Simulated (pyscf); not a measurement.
A first-order saddle from PySCF, ωB97X-D3(BJ)/def2-SVP:

```xyz
12

As    -0.7054    -1.4268     0.3403
Ge     0.9981     0.0584     1.0885
H     -1.8586    -0.6118    -0.9326
H     -1.5317    -1.3824     1.6115
H      1.8384    -0.5993     2.1948
H      0.4182     1.3820     1.6254
H      1.9020     0.3654    -0.1171
Si    -2.0130     0.9794    -0.3173
H     -2.3970    -0.0860    -1.6050
H     -3.2864     1.6675    -0.7272
H     -2.0142     1.1747     1.1661
H     -0.8291     1.5613    -0.9925
```
Charge 0, spin multiplicity 1.

Surface: singlet, charge 0. Lowest wavenumbers (cm⁻¹): 1570i, 99, 130, 152, 225.

### Question
Which two sides does it connect, and which bonds change?

### Answer
H₃Ge–AsH₂ + SiH₄ ⇌ H₃Si–AsH–GeH₃ + H₂, a four-centre exchange read from left to right: As–H, H–Si broken and As–Si, H–H formed. At ωB97M-D3(BJ)/def2-TZVP it lies +63.1 kcal/mol from the left side and +65.4 kcal/mol from the right (each side as separated species at their lowest minima found). At the saddle there is also a short H–Si contact that neither side keeps. This is the saddle that the search found; another between the same sides may lie lower. Elements up to Kr have no core potential and no relativistic terms here.
